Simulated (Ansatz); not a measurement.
# [CH$_{3}$···H···SiH$_{3}$], doublet along the distance C1-H5

Starting geometry:

```xyz
9

C    -1.9178    0.0000    0.0000
H    -2.2810    1.0273    0.0000
H    -2.2810   -0.5137    0.8897
H    -2.2810   -0.5137   -0.8897
H    -0.8282    0.0000    0.0000
Si    0.9452    0.0000    0.0000
H     1.3952   -1.4163    0.0000
H     1.3952    0.7081   -1.2265
H     1.3952    0.7081    1.2265
```

From there H5 is moved from one fragment to the other while all else, the fragments' distance too, stays fixed; atoms are numbered as listed. Energies are in eV, counted from the starting geometry at the same level.

Basis cc-pVDZ; Ansatz 0.2.0. Only valence electrons are correlated (noble-gas cores frozen). R marks a restricted (for open shells ROHF) determinant, U an unrestricted one.

Full CI isn't at hand for all of this; UCCSDT(Q) serves as the reference, and is uncertain by about the last step of the cluster series.

```
distance C1-H5 (Å)    UHF
             1.090  0.000
             1.137  0.056
             1.232  0.254
             1.328  0.452
             1.423  0.615
```

Estimate the UCCSDT(Q) curve in cc-pVDZ from this one, knowing how UHF errs.

The computed UCCSDT(Q) values, in eV from the starting point, and the error of UHF against them:
| distance C1-H5 (Å) | UCCSDT(Q) | UHF less UCCSDT(Q) |
| --- | --- | --- |
| 1.090 | 0.000 | 0.000 |
| 1.137 | 0.024 | 0.032 |
| 1.232 | 0.190 | 0.064 |
| 1.328 | 0.418 | 0.033 |
| 1.423 | 0.666 | -0.050 |

The error spans 0.114 eV and is largest, 0.064 eV, at 1.232 Å.
